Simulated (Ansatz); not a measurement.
Basis-set extrapolation for C₂H₄OS (`CC(O)=S`) (PBE0-D4/def2-TZVP geometry, frozen core, Ansatz 0.2.0). Multiplicity 1, RHF reference.

```csv
,def2-TZVPP,def2-QZVPP
HF,-550.530788,-550.549076
MP2 correlation,-0.741992,-0.798026
CCSD(T) correlation,-0.806378,not run
```

Energies in hartree. Use E(X) = E(∞) + A·exp(−7.88·√X) for Hartree–Fock and E(X) = E(∞) + B·X^(−2.97) for correlation, with X = 3 and 4, and add CCSD(T) minus MP2 of the smaller set to the MP2 limit.

**Question.** What is the CCSD(T) energy at the basis-set limit?

**Answer.** HF limit: -550.549076 + (-0.018288) × 0.13774 = -550.55159. MP2 limit: -0.798026 + (-0.056034) × 0.74074 = -0.83953. Higher-order term: -0.806378 − (-0.741992) = -0.06439. Total: -551.45551 hartree, 74.3 kcal/mol below CCSD(T)/def2-TZVPP.
